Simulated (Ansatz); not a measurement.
**CHAlN (quartet): wave-function methods side by side, cc-pVDZ**

An exercise on one series of results from a longer session: the logs are not shown, and one member is left open.

Method: cc-pVDZ, core rule «outside noble gas», up to 7 orbitals frozen; program: Ansatz 0.2.0, Gaussian basis.

Plan: UHF; CCSD(T) on ROHF; CCSD(T) on UHF; BCCD(T) on ROHF; CISD as a restricted active space (open shells left free, so some higher excitations enter); CCSDT(Q) on ROHF; CCSDT(Q) on UHF.

17 further runs of the same task are left out: 3 that didn't finish, 14 set aside as unsound or not needed. Runs told in other sessions of the task aren't counted.

### What is computed

The geometry is a PBE0/def2-TZVP stationary point (not a proven minimum) of the parent state, kept for this charge and spin.

4 atoms, charge 0, spin multiplicity 4.

Atoms are counted from 1 here; the program's logs count them from 0.

Bond lengths: Al1–C2 2.001 Å, C2–N3 1.208 Å, N3–H4 1.022 Å. Angles: Al1–C2–N3 172.8°, C2–N3–H4 124.4°.

Set-up of the first run:

Input file in.yaml:

```yaml
crystal:
  periodic: [false, false, false]
  atoms:
    - {symbol: Al, position_ang: [-0.000010, -0.130819, 2.269156]}
    - {symbol: C, position_ang: [0.000100, -0.117705, 0.267760]}
    - {symbol: N, position_ang: [-0.000031, -0.260415, -0.931731]}
    - {symbol: H, position_ang: [-0.000059, 0.508939, -1.605185]}
basis:
  gaussian: {orbitals: cc-pVDZ}
magnetization: {spin_polarized: true, initial_magnetization: 3}
hamiltonian: {xc: hf}
output: {orbitals: {seedname: orbitals}}
```

Started as:

```
> ansatz run in.yaml --threads 1 --pin off --events-out ev --progress --plain --max-ram 2393MiB
```

Among the steps run: UHF; CCSD(T) on ROHF; CCSD(T) on UHF; BCCD(T) on ROHF; CISD as a restricted active space (open shells left free, so some higher excitations enter); CCSDT(Q) on ROHF; CCSDT(Q) on UHF.

One of the session's tables, all rows but one given; the rest of the session is left out.

| method | from UCCSDT(Q) (kcal/mol) |
| --- | --- |
| ROHF | +216.05 |
| UHF | +214.83 |
| RMP2 | +22.83 |
| UMP2 | +23.50 |
| CISD | +30.12 |
| RCCSD | +11.42 |
| UCCSD | +11.35 |
| RCCSD(T) | +1.76 |
| UCCSD(T) | +1.80 |
| BCCD(T) | +1.74 |
| RCCSDT | +1.01 |
| UCCSDT | ? |
| RCCSDT(Q) | +0.10 |
| UCCSDT(Q) | 0 |

Estimate the missing values for UCCSDT.

As computed: from UCCSDT(Q) (kcal/mol): +1.00. In the column «from UCCSDT(Q) (kcal/mol)» it lies between RCCSDT(Q) (+0.10) and RCCSDT (+1.01).

Limits of these values: Restricted and unrestricted rows rest on different reference determinants; a gap between their highest levels can come from leftover correlation error, from unlike frozen cores or from another state.
